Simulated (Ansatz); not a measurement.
The inner images of a band of C2H5NS (9 atoms, charge 0, multiplicity 1) are given out of order.

Method: UKS B3LYP-D4/def2-SVP in Ansatz.

First end point:

```xyz
9
Properties=species:S:1:pos:R:3
C 0.675 1.002 -0.030
C -0.165 -0.050 -0.057
N 0.016 -1.211 -0.797
S -1.754 -0.080 0.776
H 1.655 0.936 -0.509
H 0.394 1.945 0.437
H -0.227 -2.075 -0.321
H 0.899 -1.267 -1.294
H -1.405 0.754 1.779
```

Last end point:

```xyz
9
Properties=species:S:1:pos:R:3
C 0.876 1.081 -0.070
C -0.014 0.092 0.135
N -0.129 -1.071 -0.619
S -1.189 0.218 1.478
H 1.686 0.959 -0.794
H 0.798 2.026 0.466
H -0.290 -1.914 -0.074
H 0.604 -1.196 -1.312
H -2.254 -0.241 0.774
```

Task: Put them in order from the first end to the last, with their energies above the first end.
A.
```xyz
9
Properties=species:S:1:pos:R:3
C 0.822 1.029 0.040
C 0.000 -0.032 0.125
N 0.005 -1.137 -0.715
S -1.268 -0.089 1.411
H 1.602 1.077 -0.726
H 0.708 1.873 0.717
H -0.403 -1.981 -0.332
H 0.867 -1.299 -1.228
H -2.243 0.514 0.691
```
B.
```xyz
9
Properties=species:S:1:pos:R:3
C 0.794 0.998 0.078
C -0.022 -0.072 0.098
N 0.060 -1.166 -0.746
S -1.385 -0.194 1.279
H 1.587 1.082 -0.670
H 0.675 1.805 0.799
H -0.492 -1.977 -0.502
H 0.969 -1.371 -1.147
H -2.096 0.849 0.795
```
C.
```xyz
9
Properties=species:S:1:pos:R:3
C 0.712 1.005 0.009
C -0.070 -0.092 0.041
N 0.080 -1.201 -0.777
S -1.460 -0.274 1.165
H 1.506 1.092 -0.736
H 0.572 1.823 0.714
H -0.485 -2.015 -0.570
H 1.027 -1.418 -1.069
H -1.793 1.033 1.206
```
D.
```xyz
9
Properties=species:S:1:pos:R:3
C 0.847 1.061 -0.017
C 0.003 0.026 0.136
N -0.058 -1.107 -0.667
S -1.190 0.055 1.481
H 1.634 1.040 -0.777
H 0.740 1.955 0.595
H -0.329 -1.959 -0.186
H 0.738 -1.241 -1.285
H -2.297 0.123 0.702
```
E.
```xyz
9
Properties=species:S:1:pos:R:3
C 0.678 0.990 -0.006
C -0.131 -0.087 -0.009
N 0.034 -1.206 -0.818
S -1.617 -0.231 0.979
H 1.564 1.014 -0.646
H 0.467 1.869 0.602
H -0.325 -2.080 -0.445
H 0.967 -1.313 -1.204
H -1.549 0.998 1.529
```

Result: E (+0.9 kcal/mol), C (+1.3 kcal/mol), B (+1.6 kcal/mol), A (+1.1 kcal/mol), D (-0.3 kcal/mol).

Run time: 2.7 min on 2 threads of Arm Neoverse V1, on a shared host, peak memory 0.22 GiB.
